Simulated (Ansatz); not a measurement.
Input file:

```yaml
crystal:
  periodic: [false, false, false]
  atoms:
    - {symbol: C, position_ang: [0.000000, 0.000000, 0.000000]}
    - {symbol: S, position_ang: [0.000000, 0.000000, 3.083000]}
basis:
  gaussian: {orbitals: aug-cc-pVTZ}
total_charge: 1
magnetization: {spin_polarized: false, initial_magnetization: 3}
correlation: {method: ccsdtq, electrons: all, diis_vectors: 2}
scf: {lower_state_search: light}
```

```sh
$ ansatz run in.yaml --threads 1 --pin off --events-out ev --progress --plain --max-ram 2393MiB
```

Q: One thing in this input was set wrong on purpose, beside settings that are merely unusual. What is the gravest fault, and what does the program do?

A: Too large for memory. How the run ends: out of memory.
```
1054 factors; integrals over basis functions are off by at most 2.1e-7 eV
mean field evaluation 1: about -11831.2377 eV, gradient 1.2e1 eV
mean field evaluation 2: about -11831.2599 eV, gradient 1.2e1 eV
mean field evaluation 4: about -11832.3344 eV, gradient 1.3e0 eV
mean field evaluation 8: about -11832.3472 eV, gradient 1.0e-1 eV
mean field evaluation 16: about -11831.2374 eV, gradient 1.2e1 eV
mean field evaluation 32: about -11832.3475 eV, gradient 1.5e-4 eV
mean field evaluation 64: about -11831.6105 eV, gradient 2.2e-5 eV
mean field evaluation 96: about -11832.3421 eV, gradient 2.0e-1 eV
mean field evaluation 128: about -11831.9154 eV, gradient 4.5e0 eV
mean field evaluation 160: about -11831.6047 eV, gradient 1.2e0 eV
...
mean field evaluation 864: about -11831.6435 eV, gradient 3.2e-6 eV
mean field -11832.34747038 eV, -434.8307492832 hartree, gradient 8.9e-7 eV, S^2 3.750000; 22 other end points of the search recorded, 0 dependent functions left out
mean field evaluation 896: about -11832.6902 eV, gradient 6.3e-1 eV
mean field evaluation 928: about -11832.6465 eV, gradient 6.0e-1 eV
mean field evaluation 960: about -11833.0588 eV, gradient 1.1e0 eV
mean field evaluation 992: about -11833.0710 eV, gradient 1.2e-1 eV
mean field evaluation 1024: about -11831.4372 eV, gradient 3.5e0 eV
mean field evaluation 1056: about -11832.6209 eV, gradient 5.4e-5 eV
mean field evaluation 1088: about -11830.5279 eV, gradient 1.3e1 eV
mean field evaluation 1120: about -11832.2709 eV, gradient 2.7e-1 eV
mean field evaluation 1152: about -11832.7429 eV, gradient 9.7e-1 eV
determinant -11832.34747038 eV, -434.8307492832 hartree, with singles and doubles -11840.11787669 eV, -435.1163064483 hartree
determinant -11831.76438455 eV, -434.8093212743 hartree, with singles and doubles -11839.47847699 eV, -435.0928089426 hartree
determinant -11831.64347419 eV, -434.8048779006 hartree, with singles and doubles -11839.22509555 eV, -435.0834973464 hartree
determinant -11831.61052991 eV, -434.8036672205 hartree, with singles and doubles -11839.18745463 eV, -435.0821140683 hartree
determinant -11831.29595463 eV, -434.7921067923 hartree, with singles and doubles -11838.83488054 eV, -435.0691572092 hartree
determinant -11829.96771267 eV, -434.7432948006 hartree, with singles and doubles -11837.56526021 eV, -435.0224995229 hartree
determinant -11829.84314167 eV, -434.7387169007 hartree, with singles and doubles -11837.49739045 eV, -435.0200053552 hartree
unrestricted determinant -11833.07439027 eV, -434.8574630964 hartree, S^2 4.5548
reference -11832.34747038 eV, -434.8307492832 hartree; 12, 9 occupied and 84, 87 virtual orbitals, 1054 factors
Error: with its amplitudes the run needs 475.36 GiB of memory by its plan, which may be too low or too high, and 2.33 GiB are given
refused for memory
```
